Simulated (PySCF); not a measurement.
## Frontier orbitals and the lowest excitations

Compound: sulfanylsilane, H₄SSi.
Z-matrix (Å and degrees, GFN2-xTB geometry), rows numbered from 1:
```
Si
S   1  2.1469
H   1  1.4572  2  107.65
H   1  1.4510  2  103.27  3   120.09
H   1  1.4573  2  107.65  3  -119.82
H   2  1.3244  1   96.89  3    59.75
```

The calculation used TDDFT PBE0/def2-SVPD, vertical, gas phase, core orbitals frozen in the response in PySCF 2.14.0, density-fitted response routines.

Kohn–Sham orbitals with the atoms that hold most of them (Löwdin shares over 4%, at most four atoms; ? is withheld):

| orbital | ε (eV) | atoms |
| --- | --- | --- |
| HOMO-3 | -10.48 | Si1 42%, H5 23%, H3 23%, S2 10% |
| HOMO-2 | -10.26 | Si1 38%, H4 34%, S2 13%, H6 5% |
| HOMO-1 | -9.22 | ? |
| HOMO | ? | ? |
| LUMO | -0.18 | S2 33%, Si1 32%, H4 9%, H6 9% |
| LUMO+1 | 0.25 | Si1 36%, S2 34%, H6 9%, H3 8% |
| LUMO+2 | 1.09 | Si1 49%, S2 13%, H5 12%, H3 12% |

Which atoms hold the HOMO-1, and with what shares?

S2 (bonded to Si and H) 64%; Si1 (bonded to S and 3 H) 19%; H6 (bonded to S) 6%; H3 (bonded to Si) 5%. By element: sulfur 64%, silicon 19%, hydrogen 11% or more.

Which atoms hold the HOMO, and with what shares?

S2 (bonded to Si and H) 76%; Si1 (bonded to S and 3 H) 11%; H6 (bonded to S) 7%.

What is the HOMO energy, and the HOMO–LUMO gap?

ε(HOMO) = -7.39 eV; the gap is 7.20 eV (0.2647 hartree).

How does S1 compare with the orbital gap of 7.20 eV?

S1 is at 5.85 eV (f = 0.025), 1.36 eV below the gap, made of HOMO→LUMO (99%). Without the coupling terms of the response equations the lowest excitation would equal the gap.

One configuration dominates each of S1, S2 and S7. Which, and how do the shares of the two leading atoms of either orbital change from the occupied to the empty one?

- S1 (5.85 eV, f 0.025), HOMO→LUMO (99%): S2 76% → 33%, Si1 11% → 32%
- S2 (6.16 eV, f 0.0011), HOMO→LUMO+1 (90%): S2 76% → 34%, Si1 11% → 36%
- S7 (7.80 eV, f 0.124), HOMO-1→LUMO (87%): S2 64% → 33%, Si1 19% → 32%

On one thread, x86-64 server, no GPU (shared host), this took 1.7 s.
